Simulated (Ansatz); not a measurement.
The first iterations of a band of C2H5ClN2 (10 atoms, charge 0, multiplicity 1).

Level of theory: UKS PBE-D4/6-31G* (Ansatz 0.2.0).

```
movable images  : 5
climbing image  : yes
spring          : 5.0 eV/Å²
optimiser       : quadratic models (default)
start path      : through a guess of the saddle point
force threshold : 0.05 eV/Å
iteration limit : 60
end points      : relaxed
```

Image 0:

```xyz
10
Properties=species:S:1:pos:R:3
C -0.965 -0.256 1.355
N 0.185 -0.435 0.503
C 0.378 0.185 -0.577
N 1.530 0.122 -1.329
Cl -0.789 1.379 -1.344
H -1.715 0.443 0.938
H -0.639 0.123 2.341
H -1.449 -1.234 1.528
H 1.424 0.292 -2.327
H 2.124 -0.671 -1.085
```

Image 6:

```xyz
10
Properties=species:S:1:pos:R:3
C -1.317 -0.241 1.259
N -0.147 0.035 0.672
C 0.227 0.354 -0.595
N 1.566 0.126 -0.919
Cl -1.070 0.152 -1.808
H -1.338 -0.290 2.345
H 0.680 0.051 1.278
H -2.218 -0.266 0.652
H 1.939 0.832 -1.559
H 1.760 -0.804 -1.322
```

| iteration | highest image above the first end (eV) | largest band force component (eV/Å) |
| --- | --- | --- |
| 1 | 7.800 | 19.249 |
| 2 | 4.383 | 3.528 |
| 3 | 3.899 | 2.509 |
| 4 | 3.567 | 2.510 |
| 5 | 3.440 | 1.504 |
| 6 | 3.196 | 0.902 |
| 7 | 2.935 | 0.790 |
| 8 | 2.794 | 0.760 |
| 9 | 2.672 | 0.535 |

Problem. Does the band converge within its limit, and where does its top end?

Solution. It converged. It ended after 28 iterations with the highest image 2.371 eV above the first end. The profile has 2 maxima (images 1, 5) with wells between them (image 2): this band takes more than one step, which may be the mechanism or a detour left from its start path. Neighbouring images differ by up to 1.8 eV, so the band resolves the path poorly. A vibrational analysis at the climbing image gives one clearly imaginary mode, 245i cm⁻¹: a first-order saddle point. The orbitals stay closed-shell, which can raise the energy where a bond breaks towards radicals; this wasn't checked here.

The run took 6.1 min on 2 threads of Arm Neoverse V1 (shared host), peak memory 0.15 GiB.
